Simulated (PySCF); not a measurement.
# C₃H₅FS: NMR shifts at several levels of theory

Aim: compute the NMR shifts of C₃H₅FS (`F[C@H]1CCS1`) at several levels, and see how far they spread and what each costs.

The runs use PySCF 2.14.0, with density-fitted response routines of our own; the level of theory stands in each step. All values are computed, except where a source is named. Atoms are numbered from 0 throughout.

### 1 The starting structure

10 atoms, charge 0, multiplicity 1; geometry from: GFN2-xTB.

Bonds of the start (Å): F0–C1 1.36, C1–C2 1.53, C2–C3 1.53, C3–S4 1.84, S4–C1 1.84, C1–H5 1.09, C2–H6 1.09, C2–H7 1.09, C3–H8 1.09, C3–H9 1.09.

### 2 Optimising the geometry at PBE0-D3(BJ)/def2-SVP

What the job is given:

```
{"job": {"xc": "PBE0", "basis": "def2-SVP", "d3": "d3bj", "grid": 1, "kind": "geom"}, "charge": 0, "multiplicity": 1}
F      1.953834    -0.074726     1.095805
C      1.131107    -0.221452     0.021918
C     -0.322127    -0.506433     0.393854
C     -0.936085     0.629305    -0.427182
S      0.704807     1.349069    -0.826130
H      1.614397    -0.931022    -0.655090
H     -0.664410    -1.503413     0.119544
H     -0.465285    -0.364149     1.464534
H     -1.441067     0.305583    -1.334029
H     -1.566287     1.321891     0.124248
```

Run with:

```bash
$ OMP_NUM_THREADS=1 python probes_run.py task.json out
```

The driver reads the jobs from task.json and runs them one after another.

What it wrote:

```text
step   0  E = -614.67928785  max force = 0.008050
step   1  E = -614.67999141  max force = 0.001525
step   2  E = -614.68000657  max force = 0.000402
step   3  E = -614.68001324  max force = 0.000681
step   4  E = -614.68002425  max force = 0.001670
step   5  E = -614.68004445  max force = 0.002593
step   6  E = -614.68008272  max force = 0.002756
step   7  E = -614.68011835  max force = 0.001489
step   8  E = -614.68012577  max force = 0.000385
optimisation converged
```

Run time: 44 s. Hardware: 1 thread of Arm Neoverse N1, shared host; peak memory 0.42 GiB.

The steps of the relaxation:

```csv
step,energy from step 0 (eV),largest force component (eV/Å)
0,0.0000,0.4139
1,-0.0191,0.0784
2,-0.0196,0.0207
3,-0.0197,0.0350
4,-0.0200,0.0859
5,-0.0206,0.1333
6,-0.0216,0.1417
7,-0.0226,0.0766
8,-0.0228,0.0198
```

Close pairs (by a distance rule), those that changed most:

```csv
bond,before (Å),after (Å),change (Å)
C3–H8,1.087,1.100,+0.012
C3–H9,1.087,1.099,+0.012
C2–H6,1.089,1.101,+0.012
C2–H7,1.090,1.100,+0.010
C1–H5,1.093,1.103,+0.009
C2–C3,1.530,1.533,+0.003
F0–C1,1.361,1.358,-0.002
C1–C2,1.527,1.525,-0.002
```

The final coordinates are the input of the step that follows.

```csv
at the end point,value
point group (found at 0.08 Å tolerance),C1
"rotational constants (GHz, main isotopes)","6.544, 3.875, 2.661"
dipole moment (D),2.48
```

### 3 Shielding tensors: HF/pcSseg-2

What the job is given:

```
{"job": {"kind": "nmr", "xc": "HF", "basis": "pcSseg-2", "pop": false}, "charge": 0, "multiplicity": 1}
F      1.799649    -0.159804     1.350959
C      1.104149    -0.223842     0.185968
C     -0.390364    -0.472630     0.357896
C     -0.857084     0.609910    -0.621691
S      0.807442     1.387203    -0.641830
H      1.630423    -0.931594    -0.475882
H     -0.736600    -1.498416     0.157858
H     -0.650213    -0.206946     1.392834
H     -1.124559     0.222452    -1.615483
H     -1.659388     1.272297    -0.267586
```

Level: GIAO HF/pcSseg-2 NMR shielding, non-relativistic, gas phase.

What it wrote:

```text
final grid: 83840 points
cycle   1  E = -613.4309698724  dE =  9.812e-01  |g| = 6.593e-01  |ddm| = 2.164e+00
cycle   2  E = -613.5105724804  dE = -7.960e-02  |g| = 4.357e-01  |ddm| = 8.106e-01
cycle   3  E = -613.5456696375  dE = -3.510e-02  |g| = 6.129e-02  |ddm| = 3.361e-01
cycle   4  E = -613.5473717252  dE = -1.702e-03  |g| = 1.693e-02  |ddm| = 9.986e-02
cycle   5  E = -613.5475070315  dE = -1.353e-04  |g| = 6.575e-03  |ddm| = 3.100e-02
cycle   6  E = -613.5475291917  dE = -2.216e-05  |g| = 2.210e-03  |ddm| = 1.715e-02
cycle   7  E = -613.5475331334  dE = -3.942e-06  |g| = 6.049e-04  |ddm| = 8.949e-03
cycle   8  E = -613.5475334039  dE = -2.705e-07  |g| = 1.852e-04  |ddm| = 2.518e-03
cycle   9  E = -613.5475334248  dE = -2.088e-08  |g| = 5.387e-05  |ddm| = 5.789e-04
cycle  10  E = -613.5475334274  dE = -2.557e-09  |g| = 1.925e-05  |ddm| = 1.705e-04
cycle  11  E = -613.5475334278  dE = -4.136e-10  |g| = 7.252e-06  |ddm| = 6.441e-05
converged SCF energy = -613.5475334278

GIAO shielding tensors (ppm)
atom      isotropic    diamagn.    paramagn.     s11        s22        s33       span
  0 F      367.492     466.884     -99.392    317.717    379.361    405.399     87.681
  1 C      105.353     239.708    -134.355     73.485     95.466    147.108     73.623
  2 C      154.640     243.018     -88.378    126.015    157.677    180.227     54.212
  3 C      173.076     243.318     -70.243    153.942    174.028    191.257     37.314
  4 S      434.664    1054.303    -619.639    192.507    277.162    834.322    641.815
  5 H       26.051      29.279      -3.227     21.347     27.433     29.373      8.026
  6 H       29.054      29.333      -0.278     25.092     26.234     35.838     10.746
  7 H       28.590      30.199      -1.609     25.899     27.201     32.670      6.771
  8 H       28.920      30.050      -1.131     24.757     26.883     35.118     10.362
  9 H       29.124      29.449      -0.326     24.768     26.518     36.085     11.316
```

Wall time 24 s (1 thread of Arm Neoverse N1, shared host); peak memory 0.96 GiB.

Shifts follow as δ = σ(reference) − σ, with reference shieldings (ppm) from runs at the same level and on the same kind of geometry: ¹H TMS 31.68, ¹³C TMS 191.5, ¹⁹F CFCl3 245.3, ³³S CS2 522. The references are single molecules in the gas phase, so shifts against H2O, NH3, PH3, H3PO4 or CFCl3 are not on the usual liquid scales and can be off by tens of ppm.

```csv
atoms,environment,σ (ppm),δ (ppm)
C1,sp3 CH bonded to F and S,105.4,86.1
C2,sp3 CH2 in a ring,154.6,36.8
C3,sp3 CH2 bonded to S,173.1,18.4
H5,hydrogen on an sp3 CH bonded to F and S,26.05,5.63
H7,hydrogen on an sp3 CH2 in a ring,28.59,3.09
H8,hydrogen on an sp3 CH2 bonded to S,28.92,2.76
H6,hydrogen on an sp3 CH2 in a ring,29.05,2.63
H9,hydrogen on an sp3 CH2 bonded to S,29.12,2.56
F0,fluorine on an sp3 carbon,367.5,-122.2
S4,sulfide sulfur,435,88
```

Ring of atoms C1, C2, C3, S4: NICS(0) -4.3, NICS(1) -0.7, NICS(1)zz 4.5 ppm (means of both faces).

The two faces differ (NICS(1)zz 7.1 and 1.8 ppm).

### 4 Nuclear shieldings: LDA/pcSseg-2

Same as in step 3 but for these lines:

```diff
@@ -1,2 +1,2 @@
-{"job": {"kind": "nmr", "xc": "HF", "basis": "pcSseg-2", "pop": false}, "charge": 0, "multiplicity": 1}
+{"job": {"kind": "nmr", "xc": "LDA", "basis": "pcSseg-2", "pop": false}, "charge": 0, "multiplicity": 1}
 F      1.799649    -0.159804     1.350959
```

With the program's defaults for keys left out, this is: GIAO LDA/pcSseg-2 NMR shielding, non-relativistic, gas phase.

What it wrote:

```text
coarse grid: 9072 points
cycle   1  E = -612.3109645270  dE =  4.443e-01  |g| = 5.414e-01  |ddm| = 2.366e+00
cycle   2  E = -612.2048967489  dE =  1.061e-01  |g| = 9.440e-01  |ddm| = 1.095e+00
cycle   3  E = -612.3664882065  dE = -1.616e-01  |g| = 1.199e-01  |ddm| = 7.459e-01
cycle   4  E = -612.3689323572  dE = -2.444e-03  |g| = 5.834e-02  |ddm| = 1.717e-01
cycle   5  E = -612.3696126232  dE = -6.803e-04  |g| = 9.604e-03  |ddm| = 4.866e-02
cycle   6  E = -612.3696287454  dE = -1.612e-05  |g| = 5.095e-03  |ddm| = 1.531e-02
cycle   7  E = -612.3696341364  dE = -5.391e-06  |g| = 1.455e-03  |ddm| = 5.747e-03
final grid: 83840 points
cycle   8  E = -612.3677259317  dE = -8.173e-05  |g| = 4.933e-03  |ddm| = 4.053e-02
cycle   9  E = -612.3677142332  dE =  1.170e-05  |g| = 8.977e-03  |ddm| = 9.767e-03
cycle  10  E = -612.3677306775  dE = -1.644e-05  |g| = 1.122e-03  |ddm| = 6.408e-03
cycle  11  E = -612.3677308682  dE = -1.907e-07  |g| = 3.796e-04  |ddm| = 1.329e-03
cycle  12  E = -612.3677308972  dE = -2.900e-08  |g| = 7.598e-05  |ddm| = 3.500e-04
cycle  13  E = -612.3677308983  dE = -1.153e-09  |g| = 3.219e-05  |ddm| = 6.970e-05
cycle  14  E = -612.3677308986  dE = -2.412e-10  |g| = 7.876e-06  |ddm| = 4.049e-05
converged SCF energy = -612.3677308986

GIAO shielding tensors (ppm)
atom      isotropic    diamagn.    paramagn.     s11        s22        s33       span
  0 F      298.760     466.835    -168.075    231.005    313.008    352.268    121.263
  1 C       73.949     240.694    -166.745     27.091     63.935    130.822    103.731
  2 C      138.430     247.185    -108.755    107.488    138.212    169.590     62.102
  3 C      159.821     245.966     -86.146    131.736    166.497    181.230     49.494
  4 S      343.662    1054.441    -710.779    108.052    184.472    738.462    630.410
  5 H       24.198      28.421      -4.223     19.484     26.238     26.873      7.389
  6 H       27.860      29.306      -1.446     24.302     25.179     34.099      9.797
  7 H       27.478      30.231      -2.753     24.990     26.607     30.836      5.846
  8 H       27.684      29.275      -1.591     23.836     26.132     33.083      9.248
  9 H       28.034      28.781      -0.747     23.950     25.910     34.242     10.292
```

Wall time 45 s (1 thread of Arm Neoverse N1, shared host); peak memory 0.76 GiB.

In short: δ C1 106.3, C2 41.9, C3 20.5, F0 -160.5, H5 6.57, H7 3.29 ppm.

### 5 Shielding tensors: PBE/pcSseg-2

Same as in step 4 but for these lines:

```diff
@@ -1,2 +1,2 @@
-{"job": {"kind": "nmr", "xc": "LDA", "basis": "pcSseg-2", "pop": false}, "charge": 0, "multiplicity": 1}
+{"job": {"kind": "nmr", "xc": "PBE", "basis": "pcSseg-2", "pop": false}, "charge": 0, "multiplicity": 1}
 F      1.799649    -0.159804     1.350959
```

Level: GIAO PBE/pcSseg-2 NMR shielding, non-relativistic, gas phase.

What it wrote:

```text
coarse grid: 9072 points
cycle   1  E = -614.9629112758  dE =  4.536e-01  |g| = 5.396e-01  |ddm| = 2.224e+00
cycle   2  E = -614.8568291932  dE =  1.061e-01  |g| = 9.539e-01  |ddm| = 1.138e+00
cycle   3  E = -615.0163460713  dE = -1.595e-01  |g| = 1.167e-01  |ddm| = 7.942e-01
cycle   4  E = -615.0187902589  dE = -2.444e-03  |g| = 5.241e-02  |ddm| = 1.557e-01
cycle   5  E = -615.0193438015  dE = -5.535e-04  |g| = 9.948e-03  |ddm| = 4.320e-02
cycle   6  E = -615.0193616846  dE = -1.788e-05  |g| = 5.160e-03  |ddm| = 1.625e-02
cycle   7  E = -615.0193674578  dE = -5.773e-06  |g| = 1.394e-03  |ddm| = 5.882e-03
final grid: 83840 points
cycle   8  E = -615.0284243842  dE = -9.814e-05  |g| = 1.347e-02  |ddm| = 5.190e-02
cycle   9  E = -615.0282895861  dE =  1.348e-04  |g| = 2.731e-02  |ddm| = 2.929e-02
cycle  10  E = -615.0284647866  dE = -1.752e-04  |g| = 1.913e-03  |ddm| = 2.403e-02
cycle  11  E = -615.0284656563  dE = -8.697e-07  |g| = 4.882e-04  |ddm| = 3.413e-03
cycle  12  E = -615.0284657047  dE = -4.839e-08  |g| = 1.455e-04  |ddm| = 4.658e-04
cycle  13  E = -615.0284657093  dE = -4.632e-09  |g| = 3.944e-05  |ddm| = 1.957e-04
cycle  14  E = -615.0284657095  dE = -1.924e-10  |g| = 2.281e-05  |ddm| = 5.316e-05
converged SCF energy = -615.0284657095

GIAO shielding tensors (ppm)
atom      isotropic    diamagn.    paramagn.     s11        s22        s33       span
  0 F      298.646     467.278    -168.632    232.923    312.712    350.303    117.380
  1 C       75.648     240.853    -165.205     30.050     66.543    130.351    100.301
  2 C      136.865     246.709    -109.844    105.918    137.719    166.957     61.038
  3 C      157.470     245.611     -88.141    130.983    163.968    177.460     46.477
  4 S      361.403    1054.959    -693.556    134.578    209.672    739.958    605.380
  5 H       24.707      28.883      -4.176     19.986     26.744     27.392      7.405
  6 H       28.251      29.531      -1.280     24.735     25.671     34.346      9.610
  7 H       27.916      30.586      -2.669     25.456     27.099     31.194      5.739
  8 H       28.127      29.681      -1.554     24.348     26.623     33.410      9.062
  9 H       28.452      29.043      -0.591     24.454     26.389     34.514     10.060
```

Run time: 56 s. Hardware: 1 thread of Arm Neoverse N1, shared host; peak memory 0.76 GiB.

Key values: δ C1 103.7, C2 42.5, C3 21.9, F0 -155.7, H5 6.47, H7 3.26 ppm.

### 6 NMR shieldings: BLYP/pcSseg-2

Same as in step 5 but for these lines:

```diff
@@ -1,2 +1,2 @@
-{"job": {"kind": "nmr", "xc": "PBE", "basis": "pcSseg-2", "pop": false}, "charge": 0, "multiplicity": 1}
+{"job": {"kind": "nmr", "xc": "BLYP", "basis": "pcSseg-2", "pop": false}, "charge": 0, "multiplicity": 1}
 F      1.799649    -0.159804     1.350959
```

Method: GIAO BLYP/pcSseg-2 NMR shielding, non-relativistic, gas phase.

What it wrote:

```text
coarse grid: 9072 points
cycle   1  E = -615.3049641206  dE =  4.495e-01  |g| = 5.819e-01  |ddm| = 2.184e+00
cycle   2  E = -615.1736185155  dE =  1.313e-01  |g| = 1.055e+00  |ddm| = 1.281e+00
cycle   3  E = -615.3657633024  dE = -1.921e-01  |g| = 1.298e-01  |ddm| = 9.141e-01
cycle   4  E = -615.3687271017  dE = -2.964e-03  |g| = 5.612e-02  |ddm| = 1.669e-01
cycle   5  E = -615.3693604465  dE = -6.333e-04  |g| = 1.195e-02  |ddm| = 4.786e-02
cycle   6  E = -615.3693858223  dE = -2.538e-05  |g| = 6.263e-03  |ddm| = 1.972e-02
cycle   7  E = -615.3693944698  dE = -8.648e-06  |g| = 1.590e-03  |ddm| = 7.055e-03
final grid: 83840 points
cycle   8  E = -615.3788856083  dE = -9.201e-05  |g| = 8.704e-03  |ddm| = 4.763e-02
cycle   9  E = -615.3788426296  dE =  4.298e-05  |g| = 1.716e-02  |ddm| = 1.511e-02
cycle  10  E = -615.3789005486  dE = -5.792e-05  |g| = 1.593e-03  |ddm| = 1.135e-02
cycle  11  E = -615.3789010533  dE = -5.048e-07  |g| = 5.309e-04  |ddm| = 2.581e-03
cycle  12  E = -615.3789011131  dE = -5.983e-08  |g| = 1.346e-04  |ddm| = 5.036e-04
cycle  13  E = -615.3789011165  dE = -3.361e-09  |g| = 6.069e-05  |ddm| = 1.411e-04
cycle  14  E = -615.3789011173  dE = -8.160e-10  |g| = 1.768e-05  |ddm| = 7.010e-05
converged SCF energy = -615.3789011173

GIAO shielding tensors (ppm)
atom      isotropic    diamagn.    paramagn.     s11        s22        s33       span
  0 F      296.757     468.235    -171.478    232.326    310.078    347.867    115.542
  1 C       69.505     238.816    -169.312     23.856     61.367    123.291     99.435
  2 C      131.034     243.854    -112.820     99.371    131.852    161.879     62.508
  3 C      151.719     243.185     -91.466    125.407    157.463    172.286     46.878
  4 S      324.260    1054.946    -730.686     91.158    166.254    715.366    624.208
  5 H       24.904      28.970      -4.066     20.233     26.925     27.554      7.321
  6 H       28.402      29.813      -1.411     25.005     25.974     34.226      9.220
  7 H       28.118      30.624      -2.506     25.673     27.439     31.242      5.569
  8 H       28.279      29.801      -1.522     24.618     26.915     33.304      8.686
  9 H       28.605      29.278      -0.673     24.735     26.694     34.387      9.652
```

Wall time 56 s (1 thread of Arm Neoverse N1, shared host); peak memory 0.76 GiB.

Key values: δ C1 105.5, C2 44.0, C3 23.3, F0 -153.6, H5 6.47, H7 3.26 ppm.

### 7 NMR shieldings: BP86/pcSseg-2

Same as in step 6 but for these lines:

```diff
@@ -1,2 +1,2 @@
-{"job": {"kind": "nmr", "xc": "BLYP", "basis": "pcSseg-2", "pop": false}, "charge": 0, "multiplicity": 1}
+{"job": {"kind": "nmr", "xc": "BP86", "basis": "pcSseg-2", "pop": false}, "charge": 0, "multiplicity": 1}
 F      1.799649    -0.159804     1.350959
```

With the program's defaults for keys left out, this is: GIAO BP86/pcSseg-2 NMR shielding, non-relativistic, gas phase.

What it wrote:

```text
coarse grid: 9072 points
cycle   1  E = -615.4245245981  dE =  4.546e-01  |g| = 5.455e-01  |ddm| = 2.211e+00
cycle   2  E = -615.3200384741  dE =  1.045e-01  |g| = 9.629e-01  |ddm| = 1.054e+00
cycle   3  E = -615.4779885634  dE = -1.580e-01  |g| = 1.188e-01  |ddm| = 7.210e-01
cycle   4  E = -615.4805115483  dE = -2.523e-03  |g| = 5.147e-02  |ddm| = 1.464e-01
cycle   5  E = -615.4810367184  dE = -5.252e-04  |g| = 1.019e-02  |ddm| = 4.194e-02
cycle   6  E = -615.4810573511  dE = -2.063e-05  |g| = 5.208e-03  |ddm| = 1.648e-02
cycle   7  E = -615.4810632731  dE = -5.922e-06  |g| = 1.351e-03  |ddm| = 5.786e-03
final grid: 83840 points
cycle   8  E = -615.4897921844  dE = -1.035e-04  |g| = 5.466e-03  |ddm| = 4.761e-02
cycle   9  E = -615.4897743565  dE =  1.783e-05  |g| = 9.899e-03  |ddm| = 1.149e-02
cycle  10  E = -615.4897988501  dE = -2.449e-05  |g| = 1.215e-03  |ddm| = 9.337e-03
cycle  11  E = -615.4897992455  dE = -3.954e-07  |g| = 4.697e-04  |ddm| = 2.191e-03
cycle  12  E = -615.4897992930  dE = -4.756e-08  |g| = 1.016e-04  |ddm| = 4.152e-04
cycle  13  E = -615.4897992952  dE = -2.138e-09  |g| = 3.527e-05  |ddm| = 1.460e-04
cycle  14  E = -615.4897992954  dE = -2.483e-10  |g| = 1.499e-05  |ddm| = 4.075e-05
converged SCF energy = -615.4897992954

GIAO shielding tensors (ppm)
atom      isotropic    diamagn.    paramagn.     s11        s22        s33       span
  0 F      301.128     466.950    -165.822    236.057    314.623    352.704    116.647
  1 C       75.655     240.889    -165.234     30.211     66.628    130.128     99.917
  2 C      136.472     246.474    -110.002    105.311    137.634    166.470     61.158
  3 C      156.964     245.568     -88.604    130.849    163.124    176.919     46.070
  4 S      356.170    1055.036    -698.867    127.803    201.460    739.246    611.443
  5 H       24.794      28.871      -4.077     20.094     26.829     27.459      7.365
  6 H       28.318      29.665      -1.347     24.792     25.780     34.382      9.590
  7 H       27.973      30.570      -2.597     25.515     27.165     31.238      5.723
  8 H       28.211      29.689      -1.478     24.463     26.713     33.457      8.994
  9 H       28.521      29.080      -0.559     24.565     26.460     34.540      9.975
```

It took 56 s on 1 thread of Arm Neoverse N1, shared host; peak memory 0.76 GiB.

In short: δ C1 103.5, C2 42.7, C3 22.2, F0 -157.2, H5 6.44, H7 3.26 ppm.

### 8 NMR shieldings: OPBE/pcSseg-2

Same as in step 7 but for these lines:

```diff
@@ -1,2 +1,2 @@
-{"job": {"kind": "nmr", "xc": "BP86", "basis": "pcSseg-2", "pop": false}, "charge": 0, "multiplicity": 1}
+{"job": {"kind": "nmr", "xc": "OPBE", "basis": "pcSseg-2", "pop": false}, "charge": 0, "multiplicity": 1}
 F      1.799649    -0.159804     1.350959
```

Method: GIAO OPBE/pcSseg-2 NMR shielding, non-relativistic, gas phase.

What it wrote:

```text
coarse grid: 9072 points
cycle   1  E = -615.2652210764  dE =  4.495e-01  |g| = 5.345e-01  |ddm| = 2.293e+00
cycle   2  E = -615.1697635783  dE =  9.546e-02  |g| = 9.281e-01  |ddm| = 1.222e+00
cycle   3  E = -615.3170134501  dE = -1.472e-01  |g| = 1.074e-01  |ddm| = 8.409e-01
cycle   4  E = -615.3191851228  dE = -2.172e-03  |g| = 4.878e-02  |ddm| = 1.439e-01
cycle   5  E = -615.3196794632  dE = -4.943e-04  |g| = 9.529e-03  |ddm| = 3.992e-02
cycle   6  E = -615.3196959936  dE = -1.653e-05  |g| = 4.999e-03  |ddm| = 1.557e-02
cycle   7  E = -615.3197017442  dE = -5.751e-06  |g| = 1.331e-03  |ddm| = 5.748e-03
final grid: 83840 points
cycle   8  E = -615.3245429090  dE = -2.139e-04  |g| = 2.120e-02  |ddm| = 8.372e-02
cycle   9  E = -615.3242426834  dE =  3.002e-04  |g| = 4.073e-02  |ddm| = 5.631e-02
cycle  10  E = -615.3246438667  dE = -4.012e-04  |g| = 2.272e-03  |ddm| = 4.253e-02
cycle  11  E = -615.3246450093  dE = -1.143e-06  |g| = 9.804e-04  |ddm| = 4.390e-03
cycle  12  E = -615.3246451802  dE = -1.709e-07  |g| = 3.707e-04  |ddm| = 9.003e-04
cycle  13  E = -615.3246452035  dE = -2.329e-08  |g| = 7.088e-05  |ddm| = 2.547e-04
cycle  14  E = -615.3246452044  dE = -8.927e-10  |g| = 2.704e-05  |ddm| = 7.916e-05
converged SCF energy = -615.3246452044

GIAO shielding tensors (ppm)
atom      isotropic    diamagn.    paramagn.     s11        s22        s33       span
  0 F      308.565     467.301    -158.736    244.422    322.933    358.340    113.918
  1 C       84.673     243.798    -159.124     40.773     75.211    138.035     97.263
  2 C      143.525     250.411    -106.886    113.303    145.565    171.708     58.405
  3 C      162.088     248.716     -86.628    136.669    168.703    180.891     44.221
  4 S      409.946    1056.056    -646.110    192.286    272.429    765.122    572.836
  5 H       24.795      29.023      -4.227     20.035     26.763     27.588      7.554
  6 H       28.328      29.330      -1.003     24.682     25.627     34.674      9.992
  7 H       27.916      30.793      -2.877     25.467     26.916     31.364      5.897
  8 H       28.212      29.804      -1.592     24.370     26.540     33.726      9.356
  9 H       28.515      28.903      -0.388     24.445     26.298     34.803     10.358
```

It took 56 s on 1 thread of Arm Neoverse N1, shared host; peak memory 0.76 GiB.

This run: δ C1 99.7, C2 40.9, C3 22.3, F0 -153.4, H5 6.40, H7 3.28 ppm.

[end of part 1 of 2]
